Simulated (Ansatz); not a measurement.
Geometry optimisation, RKS LDA/def2-SVP in Ansatz.

The input (input.yaml):

```yaml
crystal:
  periodic: [false, false, false]
  atoms:
    - { symbol: C, position_ang: [-0.3283, 1.0298, -1.0078] }
    - { symbol: C, position_ang: [-0.0829, 0.2276, -0.2192] }
    - { symbol: C, position_ang: [0.2442, -0.7819, 0.7293] }
    - { symbol: O, position_ang: [-0.316, -1.7905, 0.8564] }
    - { symbol: H, position_ang: [-0.648, 1.8096, -1.7514] }
    - { symbol: H, position_ang: [-0.49146, -2.6904, 1.22989] }
basis:
  gaussian: { orbitals: def2-SVP }
hamiltonian:
  xc: lda
relax:
  f_tol: 0.02
  max_steps: 50
output:
  orbitals: {}
```

Launched with:

```bash
$ ansatz run input.yaml --threads 1 --pin off --max-ram 2048MiB --backend cpu --events-out ev --progress --plain --runs-dir out
```

Question: Where does it end, and by what steps?

Answer: It converged. After 9 steps the energy has fallen by 2.318 eV; H6 moved furthest, 0.40 Å. The start is strongly strained (largest force component 10 eV/Å).

| step | energy less start (eV) | largest force component (eV/Å) | accepted |
| --- | --- | --- | --- |
| 0 | 0.0000 | 9.577 | yes |
| 1 | -1.2505 | 3.663 | yes |
| 2 | -1.7339 | 2.172 | yes |
| 3 | -2.0825 | 2.589 | yes |
| 4 | -2.2570 | 1.383 | yes |
| 5 | -2.2907 | 0.896 | yes |
| 6 | -2.3135 | 0.318 | yes |
| 7 | -2.3175 | 0.064 | yes |
| 8 | -2.3176 | 0.064 | yes |
| 9 | -2.3176 | 0.003 | yes |

```xyz
6
Properties=species:S:1:pos:R:3
C -0.359 1.063 -1.022
C -0.211 0.098 -0.266
C 0.169 -0.835 0.693
O -0.546 -1.930 0.704
H -0.486 1.913 -1.685
H -0.189 -2.505 1.413
```

Whether the end is a true minimum wasn't checked by a vibrational analysis.

The run took 17 s on 1 thread of Intel(R) Xeon(R) Processor @ 2.50GHz (Skylake/Cascade Lake) (shared host), peak memory 0.12 GiB.
